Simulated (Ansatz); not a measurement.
Two isomers of C3H7FO: A = `COC(C)F`, B = `COCCF`.

Program: Ansatz. Geometries: PBE0-D4/def2-TZVP. ΔE: electronic, gas phase. CCSD(T)/CBS adds triple-zeta CCSD(T) − MP2 to the extrapolated MP2 energy (def2 sets, frozen cores). DFT in def2-TZVPP. B3LYP here is the variant with VWN-RPA as its local correlation; programs differ in this. One conformer a species, not always the lowest.

(1) Which is lower in electronic energy at CCSD(T)/CBS, and by how much? (Best estimate.)

(2) Give E(B) − E(A) in kcal/mol with PBE0-D4, PBE-D4, CCSD(T)/def2-TZVPP, r2SCAN-D4, B3LYP-D4, CCSD/def2-TZVPP, B3LYP. (An estimate is asked.)

(3) Does the order hold for the free energy at 298.15 K (harmonic terms from PBE0-D4)? (An estimate is asked.)

Largest T1 diagnostic: 0.011.

## Answers

(1) The calculation gave: A, by 13.7 kcal/mol.

(2) Ansatz gave: PBE0-D4 13.6, PBE-D4 13.4, CCSD(T)/def2-TZVPP 13.6, r2SCAN-D4 14.6, B3LYP-D4 13.0, CCSD/def2-TZVPP 13.4, B3LYP 13.2. None reverses the order clearly.

(3) Ansatz gave: Yes: G(B) − G(A) = +13.7 kcal/mol, for one conformer each.

Leaving LDA and LC-ωPBE aside and taking each functional with its dispersion term where it has one, the values, not all of them listed here, spread over 1.9 kcal/mol, from BLYP-D4 to r2SCAN-D4. LDA lies +1.3 kcal/mol from PBE without D4.
